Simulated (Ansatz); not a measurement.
System: fcc Ca. Method: HSE06 in Ansatz (plane waves, PAW).

Run with plane-wave cutoff 460 eV, 10×10×10 k mesh, Fermi–Dirac smearing 0.05 eV, scalar-relativistic PAW data made under PBE.

Results at a series of volumes:

```tsv
V (Å³/atom)	E − E_lowest (meV/atom)	P (GPa)
40.834	11.03	1.320
41.513	6.18	0.968
42.606	1.37	0.453
43.358	0.00	0.132
44.790	1.31	-0.412
45.883	5.38	-0.776
```

Task: Estimate the bulk modulus from the pressures at 43.358 and 44.790 Å³/atom, and compare it with a fit to all energies.

Result: B = −V dP/dV. Between V = 43.358 and 44.790 Å³/atom, dP/dV = (-0.412 − (0.132))/(44.790 − 43.358) = -0.380 GPa per Å³/atom; at the midpoint 44.074 Å³/atom this gives B ≈ 16.7 GPa. The third-order Birch–Murnaghan fit gives V0 = 43.688 Å³/atom, B0 = 17.3 GPa, B′ = 3.6, which lies 3 % above that estimate.

Measured, for comparison: bulk modulus 18.6 GPa (corrected for temperature and zero-point phonon effects, our sources range from 15.9 to 18.7; as tabulated in Levämäki et al. (2014), arXiv:1402.3671); equilibrium volume per atom 42.81 Å³/atom (low-temperature or extrapolated to 0 K; zero-point anharmonic expansion removed; as tabulated in Csonka et al. (2009), arXiv:0903.4037). Computed (rounded) less measured: bulk modulus not scored (sources differ), equilibrium volume per atom +2.1 %.

Static lattice: no zero-point or thermal effects.

Ansatz is an electronic-structure program.
